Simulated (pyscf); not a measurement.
A first-order saddle from PySCF, ωB97X-D3(BJ)/def2-SVP:

```
C
Cl 1 1.6782
Cl 1 1.6783 2 117.51
F 1 1.9246 2 100.55 3 -107.89
H 4 1.0109 1 82.19 2 -119.65
Cl 5 1.7579 4 147.16 1 0.13
```
Charge 0, spin multiplicity 2.

Surface: doublet, charge 0. Lowest wavenumbers (cm⁻¹): 358i, 60, 190, 212, 256.

Which two sides does it connect, and which bonds change?

Cl–C•(Cl)–Cl + hydrogen fluoride (HF) ⇌ F–C•(Cl)–Cl + hydrogen chloride (HCl), a four-centre exchange read from left to right: C–Cl, F–H broken and C–F, Cl–H formed. At ωB97M-D3(BJ)/def2-TZVP it lies +47.8 kcal/mol from the left side and +46.9 kcal/mol from the right (each side as separated species at their lowest minima found). This is the saddle that the search found; another between the same sides may lie lower.
